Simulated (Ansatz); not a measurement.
Process, species as SMILES: FCF → F[CH]F + H atom
B3LYP-D3(BJ)/def2-TZVP geometries, fixed; electronic energies without zero-point terms.

Energies in hartree at MP2 with Ansatz (a quantum-chemistry and plane-wave program); the bond dissociation energy is their sum with the coefficients shown, times 627.509 kcal/mol a hartree. All functions are spherical. Cores are frozen. Open shells are unrestricted. No added dispersion term, no relativity.

| species | coefficient | part | cc-pVDZ | cc-pVTZ | cc-pVQZ |
|---|---|---|---|---|---|
| FCF | -1 | Hartree-Fock | -237.91087 | -237.99426 | -238.01390 |
| FCF | -1 | correlation | -0.51130 | -0.67358 | -0.73261 |
| F[CH]F | +1 | Hartree-Fock | -237.27725 | -237.36012 | -237.37981 |
| F[CH]F | +1 | correlation | -0.48337 | -0.63826 | -0.69503 |
| H atom | +1 | Hartree-Fock | -0.49928 | -0.49981 | -0.49995 |

### Question
Predict the bond dissociation energy in cc-pV5Z (X = 5): let each Hartree-Fock step shrink by the ratio of the last two, and fit each correlation energy at X = 3 and 4 to E + A/X^3. Compare with the run.

### Answer

- FCF: steps -0.08339 and -0.01964, ratio 0.236, so Hartree-Fock -238.01854 (run: -238.01926); A = (-0.67358 - (-0.73261))/(1/27 - 1/64) = 2.7569, correlation -0.73261 - A/64 + A/125 = -0.75363 (run: -0.75707).
- F[CH]F: steps -0.08287 and -0.01969, ratio 0.238, so Hartree-Fock -237.38450 (run: -237.38521); A = (-0.63826 - (-0.69503))/(1/27 - 1/64) = 2.6513, correlation -0.69503 - A/64 + A/125 = -0.71525 (run: -0.71882).
- H atom: steps -0.00053 and -0.00014, ratio 0.264, so Hartree-Fock -0.49999 (run: -0.49999).
Predicted 108.20 kcal/mol; the run in cc-pV5Z gives 108.13, a miss of 0.08. Keeping the value in cc-pVQZ, 107.76, would miss by -0.37. All sums are of the energies as printed.
